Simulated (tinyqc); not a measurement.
Worked calculation: Pariser-Parr-Pople SCF with singles CI, for the molecule Nc1ccc[cH-]1 (SMILES; centres numbered as the heavy atoms are written). Computed by tinyqc, a small Python program that keeps every step. Settings: charge = -1, gamma = Ohno, start = core, damping = 0, iteration cap = 58, excitations kept = 9. Command: `OMP_NUM_THREADS=1 python tinyqc.py 25751 25752 out.jsonl` (the two numbers bound the seeds that draw the settings). One thread of a shared host (Intel(R) Xeon(R) Processor @ 2.60GHz), about 0.01 s of CPU time with the checks. Later iterations appear only in the table of the cycle.

## PPP integrals

Centres (angstrom, eV; a flat drawing with bonds scaled to 1.40 angstrom):
```
centre          x          y  core charge z          W   gamma_rr
1N       2.159000   0.000000              2  23.820000  14.490000
2C       0.759000   0.000000              1  10.050000  10.540000
3C      -0.064000   1.133000              1  10.050000  10.540000
4C      -1.395000   0.700000              1  10.050000  10.540000
5C      -1.395000  -0.700000              1  10.050000  10.540000
6C      -0.064000  -1.133000              1  10.050000  10.540000
```

Resonance integrals (eV):
```
i  j       beta
1  2  -2.140000
2  3  -2.390000
3  4  -2.390000
4  5  -2.390000
5  6  -2.390000
6  2  -2.390000
```

Ohno: gamma = 14.399645/sqrt(R^2 + a^2), a = 2 x 14.399645/(gamma_rr + gamma_ss); H_rr = -W_r - sum_(s != r) z_s gamma_rs; H_rs = beta for bonds.

repulsion gamma_rs (eV), order 1N, 2C, 3C, 4C, 5C, 6C:
```
[[14.490000, 7.946200, 5.240818, 3.788754, 3.788754, 5.240818],
 [7.946200, 10.540000, 7.360283, 5.444035, 5.444035, 7.360283],
 [5.240818, 7.360283, 10.540000, 7.362176, 5.443361, 5.442075],
 [3.788754, 5.444035, 7.362176, 10.540000, 7.361262, 5.443361],
 [3.788754, 5.444035, 5.443361, 7.361262, 10.540000, 7.362176],
 [5.240818, 7.360283, 5.442075, 5.443361, 7.362176, 10.540000]]
```

core matrix H (eV), order 1N, 2C, 3C, 4C, 5C, 6C:
```
[[-49.825344, -2.140000, 0.000000, 0.000000, 0.000000, 0.000000],
 [-2.140000, -51.551038, -2.390000, 0.000000, 0.000000, -2.390000],
 [0.000000, -2.390000, -46.139533, -2.390000, 0.000000, 0.000000],
 [0.000000, 0.000000, -2.390000, -43.238343, -2.390000, 0.000000],
 [0.000000, 0.000000, 0.000000, -2.390000, -43.238343, -2.390000],
 [0.000000, -2.390000, 0.000000, 0.000000, -2.390000, -46.139533]]
```

## Starting guess

pi electrons, sum of z_r less the charge = 8

Orbitals of the core matrix H.

P at the start, order 1N, 2C, 3C, 4C, 5C, 6C:
```
[[1.983241, 0.055392, -0.094462, 0.078493, 0.078493, -0.094462],
 [0.055392, 1.816914, 0.312222, -0.259439, -0.259439, 0.312222],
 [-0.094462, 0.312222, 1.338578, 0.777606, 0.107254, -0.403465],
 [0.078493, -0.259439, 0.777606, 0.761344, 0.503387, 0.107254],
 [0.078493, -0.259439, 0.107254, 0.503387, 0.761344, 0.777606],
 [-0.094462, 0.312222, -0.403465, 0.107254, 0.777606, 1.338578]]
```

## Iteration 1: Fock matrix

F_rr = H_rr + P_rr gamma_rr / 2 + sum_(s != r) P_ss gamma_rs; F_rs = H_rs - P_rs gamma_rs / 2; E = tr P (H + F) / 2 + core repulsion sum_(r<s) z_r z_s gamma_rs.

F (eV), order 1N, 2C, 3C, 4C, 5C, 6C:
```
[[-1.219618, -2.360079, 0.247530, -0.148695, -0.148695, 0.247530],
 [-2.360079, 1.777529, -3.539023, 0.706198, 0.706198, -3.539023],
 [0.247530, -3.539023, 1.715649, -5.252438, -0.291910, 1.097843],
 [-0.148695, 0.706198, -5.252438, 0.924965, -4.242782, -0.291910],
 [-0.148695, 0.706198, -0.291910, -4.242782, 0.924965, -5.252438],
 [0.247530, -3.539023, 1.097843, -0.291910, -5.252438, 1.715649]]
```

pi energy = -91.598667 eV

## Iteration 1: orbitals and new P

Diagonalise F (the basis is taken as orthonormal) and form P = 2 sum c c over the lowest orbitals.

orbital energies (eV): [-7.043835, -2.866148, -2.564542, 0.445782, 8.350095, 9.517786]

P after iteration 1, order 1N, 2C, 3C, 4C, 5C, 6C:
```
[[1.952161, 0.174364, -0.158996, 0.078826, 0.078826, -0.158996],
 [0.174364, 1.364478, 0.579510, -0.287305, -0.287305, 0.579510],
 [-0.158996, 0.579510, 1.179998, 0.716468, -0.192500, -0.236868],
 [0.078826, -0.287305, 0.716468, 1.161683, 0.578549, -0.192500],
 [0.078826, -0.287305, -0.192500, 0.578549, 1.161683, 0.716468],
 [-0.158996, 0.579510, -0.236868, -0.192500, 0.716468, 1.179998]]
```

## Iteration 2: Fock matrix

As before.

F (eV), order 1N, 2C, 3C, 4C, 5C, 6C:
```
[[-3.668554, -2.832765, 0.416636, -0.149326, -0.149326, 0.416636],
 [-2.832765, 1.170743, -4.522679, 0.782050, 0.782050, -4.522679],
 [0.416636, -4.522679, 1.650530, -5.027381, 0.523924, 0.644527],
 [-0.149326, 0.782050, -5.027381, 1.370206, -4.519424, 0.523924],
 [-0.149326, 0.782050, 0.523924, -4.519424, 1.370206, -5.027381],
 [0.416636, -4.522679, 0.644527, 0.523924, -5.027381, 1.650530]]
```

pi energy = -96.151285 eV

## Iteration 2: orbitals and new P

As before.

orbital energies (eV): [-7.065087, -4.729999, -2.616789, -1.423890, 9.512422, 9.867006]

P after iteration 2, order 1N, 2C, 3C, 4C, 5C, 6C:
```
[[1.946064, 0.201803, -0.165046, 0.069848, 0.069848, -0.165046],
 [0.201803, 1.244941, 0.617529, -0.261339, -0.261339, 0.617529],
 [-0.165046, 0.617529, 1.196268, 0.671418, -0.243943, -0.206366],
 [0.069848, -0.261339, 0.671418, 1.208230, 0.610863, -0.243943],
 [0.069848, -0.261339, -0.243943, 0.610863, 1.208230, 0.671418],
 [-0.165046, 0.617529, -0.206366, -0.243943, 0.671418, 1.196268]]
```

## Iteration 3: Fock matrix

As before.

F (eV), order 1N, 2C, 3C, 4C, 5C, 6C:
```
[[-4.139345, -2.941785, 0.432488, -0.132318, -0.132318, 0.432488],
 [-2.941785, 1.238646, -4.662593, 0.711368, 0.711368, -4.662593],
 [0.432488, -4.662593, 1.509095, -4.861548, 0.663936, 0.561529],
 [-0.132318, 0.711368, -4.861548, 1.492635, -4.638362, 0.663936],
 [-0.132318, 0.711368, 0.663936, -4.638362, 1.492635, -4.861548],
 [0.432488, -4.662593, 0.561529, 0.663936, -4.861548, 1.509095]]
```

pi energy = -96.361721 eV

## Iteration 3: orbitals and new P

As before.

orbital energies (eV): [-7.205405, -4.944160, -2.563830, -1.632965, 9.642392, 9.806729]

P after iteration 3, order 1N, 2C, 3C, 4C, 5C, 6C:
```
[[1.943653, 0.212068, -0.166955, 0.066329, 0.066329, -0.166955],
 [0.212068, 1.201865, 0.628348, -0.249635, -0.249635, 0.628348],
 [-0.166955, 0.628348, 1.217648, 0.649208, -0.256147, -0.207007],
 [0.066329, -0.249635, 0.649208, 1.209593, 0.634248, -0.256147],
 [0.066329, -0.249635, -0.256147, 0.634248, 1.209593, 0.649208],
 [-0.166955, 0.628348, -0.207007, -0.256147, 0.649208, 1.217648]]
```

## Convergence

Stop when output and input P, before any damping, agree to 1e-7.

Course of the cycle:
```
iteration        E (eV)  largest |P(out) - P(in)|
1          -91.59866706                  4.52e-01
2          -96.15128544                  1.20e-01
3          -96.36172134                  4.31e-02
4          -96.39688735                  1.99e-02
5          -96.40696904                  1.04e-02
6          -96.41013296                  5.71e-03
7          -96.41113910                  3.19e-03
8          -96.41145984                  1.80e-03
9          -96.41156214                  1.01e-03
10         -96.41159478                  5.73e-04
11         -96.41160520                  3.24e-04
...                 ...                       ...
16         -96.41161006                  1.86e-05
17         -96.41161007                  1.05e-05
18         -96.41161008                  5.94e-06
19         -96.41161008                  3.36e-06
20         -96.41161008                  1.90e-06
21         -96.41161008                  1.07e-06
22         -96.41161008                  6.05e-07
23         -96.41161008                  3.42e-07
24         -96.41161008                  1.93e-07
25         -96.41161008                  1.09e-07
26         -96.41161008                  6.16e-08
```

Converged in 26 iterations.

## Converged orbitals

Charges are z - P_rr.

orbital energies (eV): [-7.275727, -5.051159, -2.517599, -1.720364, 9.683781, 9.793244]

coefficients, order 1N, 2C, 3C, 4C, 5C, 6C:
```
[[0.465265, 0.731002, 0.000000, -0.468249, 0.000000, -0.172937],
 [0.537313, 0.144170, 0.000000, 0.519396, 0.000000, 0.648643],
 [0.388588, -0.193699, 0.605775, 0.265105, -0.364742, -0.491121],
 [0.310502, -0.430007, 0.364742, -0.430354, 0.605775, 0.182969],
 [0.310502, -0.430007, -0.364742, -0.430354, -0.605775, 0.182969],
 [0.388588, -0.193699, -0.605775, 0.265105, 0.364742, -0.491121]]
```

pi charges: [0.059815, -0.158524, -0.251527, -0.199118, -0.199118, -0.251527]

## Singles CI, singlets

Over the 8 single excitations with the smallest orbital gaps: A = (e_a - e_i) delta + 2 (ia|jb) - (ij|ab), with (pq|rs) = sum c_mp c_mq gamma_mn c_nr c_ns. f = 2/3 w |mu|^2 in atomic units, mu = sqrt2 sum c_ia sum_m c_mi c_ma R_m.

singlet CI matrix (eV), order 4>5, 4>6, 3>5, 3>6, 2>5, 2>6, 1>5, 1>6:
```
[[6.300622, 0.000000, 0.000000, 0.768062, -0.601476, 0.000000, -0.147385, 0.000000],
 [0.000000, 6.097362, -0.806701, 0.000000, 0.000000, 0.133454, 0.000000, -0.277807],
 [0.000000, -0.806701, 6.606308, 0.000000, 0.000000, -0.134991, 0.000000, -0.383070],
 [0.768062, 0.000000, 0.000000, 6.715072, 0.463905, 0.000000, -0.170352, 0.000000],
 [-0.601476, 0.000000, 0.000000, 0.463905, 9.490681, 0.000000, 0.913568, 0.000000],
 [0.000000, 0.133454, -0.134991, 0.000000, 0.000000, 8.870303, 0.000000, -0.105517],
 [-0.147385, 0.000000, 0.000000, -0.170352, 0.913568, 0.000000, 11.130615, 0.000000],
 [0.000000, -0.277807, -0.383070, 0.000000, 0.000000, -0.105517, 0.000000, 10.475932]]
```

singlet excitation energies (eV): [5.465257, 5.560515, 7.169772, 7.288858, 8.886195, 9.221449, 10.528682, 11.566168]

oscillator strengths: [0.030767, 0.020012, 0.939850, 0.845596, 0.016502, 0.050611, 0.001223, 0.017526]

## Singles CI, triplets

Over the 8 single excitations with the smallest orbital gaps: A = (e_a - e_i) delta - (ij|ab), with (pq|rs) = sum c_mp c_mq gamma_mn c_nr c_ns.

triplet CI matrix (eV), order 4>5, 4>6, 3>5, 3>6, 2>5, 2>6, 1>5, 1>6:
```
[[4.858852, 0.000000, 0.000000, -0.143104, -1.377581, 0.000000, 0.052629, 0.000000],
 [0.000000, 4.443112, -0.143104, 0.000000, 0.000000, 0.121295, 0.000000, -0.892549],
 [0.000000, -0.143104, 4.990913, 0.000000, 0.000000, 0.482556, 0.000000, -0.687717],
 [-0.143104, 0.000000, 0.000000, 5.158326, 0.482556, 0.000000, -0.687717, 0.000000],
 [-1.377581, 0.000000, 0.000000, 0.482556, 8.808643, 0.000000, 1.355378, 0.000000],
 [0.000000, 0.121295, 0.482556, 0.000000, 0.000000, 8.342909, 0.000000, -0.134464],
 [0.052629, 0.000000, 0.000000, -0.687717, 1.355378, 0.000000, 10.680362, 0.000000],
 [0.000000, -0.892549, -0.687717, 0.000000, 0.000000, -0.134464, 0.000000, 9.719206]]
```

triplet excitation energies (eV): [4.190411, 4.382636, 4.948698, 4.977652, 8.375531, 8.677650, 9.981499, 11.468246]
